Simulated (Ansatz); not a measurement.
A nudged elastic band was laid between two geometries of CH5OSi (8 atoms, charge 1, multiplicity 1).

Method: RKS B3LYP/cc-pVDZ (Ansatz).

| Quantity | Value |
| --- | --- |
| movable images | 7 |
| climbing image | yes |
| spring | 5.0 eV/Å² |
| optimiser | quadratic models (default) |
| start path | through a guess of the saddle point |
| force threshold | 0.05 eV/Å |
| iteration limit | 60 |
| end points | relaxed |

First end point:

```xyz
8
Properties=species:S:1:pos:R:3
C -0.630 0.844 -0.363
Si 0.740 -0.219 0.231
O 0.617 -1.789 0.598
H -1.583 0.302 -0.451
H -0.341 1.267 -1.343
H -0.739 1.692 0.339
H 2.130 0.227 0.447
H -0.194 -2.325 0.542
```

Last end point:

```xyz
8
Properties=species:S:1:pos:R:3
C -0.682 0.865 -0.496
Si 1.144 0.460 -0.557
O 0.932 -1.101 0.616
H -1.309 0.030 -0.866
H -0.880 1.745 -1.133
H -1.011 1.113 0.533
H 1.689 -1.659 0.879
H 0.116 -1.455 1.024
```

(1) What changes between the two ends?

(2) Give the energies along the band, and the barrier.

(3) What is the geometry of the highest image?

Results:

(1) Bonds broken: Si2–H7. Bonds formed: O3–H7.

(2) It converged. The highest image is number 4 of 0 to 8, 2.81 eV above the first end and 1.99 eV above the last; the last end lies 0.82 eV above the first. Neighbouring images differ by up to 1.6 eV, so the band resolves the path poorly. A vibrational analysis at the climbing image gives one clearly imaginary mode, 1612i cm⁻¹: a first-order saddle point. The orbitals stay closed-shell, which can raise the energy where a bond breaks towards radicals; this wasn't checked here. Limits of this set-up: the dipole of an ion depends on the origin.

| image | path coordinate (Å) | energy (eV) | Si2–H7 (Å) | O3–H7 (Å) |
| --- | --- | --- | --- | --- |
| 0 | 0.00 | 0.00 | 1.48 | 2.53 |
| 1 | 0.60 | 0.00 | 1.48 | 2.52 |
| 2 | 1.19 | 0.14 | 1.47 | 2.34 |
| 3 | 1.79 | 1.25 | 1.49 | 1.89 |
| 4 | 2.39 | 2.81 | 1.66 | 1.34 |
| 5 | 2.83 | 1.66 | 1.99 | 1.02 |
| 6 | 3.27 | 0.97 | 2.40 | 0.97 |
| 7 | 3.71 | 0.84 | 2.58 | 0.98 |
| 8 | 4.15 | 0.82 | 2.62 | 0.98 |

(3) 
```xyz
8
Properties=species:S:1:pos:R:3
C -0.696 0.988 -0.495
Si 0.887 0.099 -0.123
O 0.723 -1.442 0.671
H -1.441 0.265 -0.876
H -0.540 1.799 -1.224
H -1.073 1.424 0.452
H 1.970 -1.001 0.488
H 0.169 -2.132 1.107
```

Time of the run: 99 s on 1 thread of Intel(R) Xeon(R) 6975P-C (Granite Rapids), on a shared host, peak memory 0.13 GiB.
